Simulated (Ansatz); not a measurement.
**How far each method lies from UCCSDT(Q) for Ga–P–SH, doublet**

Geometry: displaced at random from a stationary point.

```yaml
atoms:
  - { symbol: Ga, position_ang: [0.0594, -0.1766, 1.2506] }
  - { symbol: P, position_ang: [-0.1055, 1.1436, -0.8167] }
  - { symbol: S, position_ang: [-0.0289, -0.7105, -1.8336] }
  - { symbol: H, position_ang: [0.0542, -0.3185, -3.0857] }
```

Basis cc-pVDZ; Ansatz 0.2.0. Only valence electrons are correlated (noble-gas cores and the filled d shells of p-block atoms frozen), which leaves 15 electrons in 44 orbitals. Prefix R: restricted or restricted open-shell reference; prefix U: unrestricted. No spin–orbit coupling is included, and no scalar relativity.

Full CI isn't at hand for all of this; UCCSDT(Q) serves as the reference, and is uncertain by about the last step of the cluster series. The frozen core follows each run's orbitals, which can shift R against U totals by a few meV for light atoms and by up to 0.1 eV past Ca.

The UHF ⟨S²⟩ is 0.768. The T1 diagnostic (RCCSD) is 0.0256. The largest doubles amplitude (RCCSD) is 0.058 and the T1 diagnostic (UCCSD) is 0.0240.

```json
{"level": "UHF", "E − E(UCCSDT(Q)) (kcal/mol)": "205.25", "share of correlation (%)": "1.28", "wall time": "–"}
{"level": "UMP2", "E − E(UCCSDT(Q)) (kcal/mol)": "35.36", "share of correlation (%)": "82.99", "wall time": "–"}
{"level": "UCCSD", "E − E(UCCSDT(Q)) (kcal/mol)": "8.41", "share of correlation (%)": "95.95", "wall time": "–"}
{"level": "UCCSD(T)", "E − E(UCCSDT(Q)) (kcal/mol)": "1.52", "share of correlation (%)": "99.27", "wall time": "28 s"}
{"level": "UCCSDT", "E − E(UCCSDT(Q)) (kcal/mol)": "0.61", "share of correlation (%)": "99.71", "wall time": "–"}
```

The correlation energy at UCCSDT(Q), counted from RHF, is -9.016 eV. That run took 4 min on 1 thread of Arm Neoverse V1, shared host.

Run but not shown, since their state or frozen core can't be matched to the reference's or they repeat it: RHF, RMP2, RCCSD, RCCSD(T), BCCD(T), RCCSDT, RCCSDT(Q).

Times hold each run's SCF and search for its determinant on a shared host, so for small cases they say little of a method's own cost; they ran on 1 thread of Arm Neoverse V1.
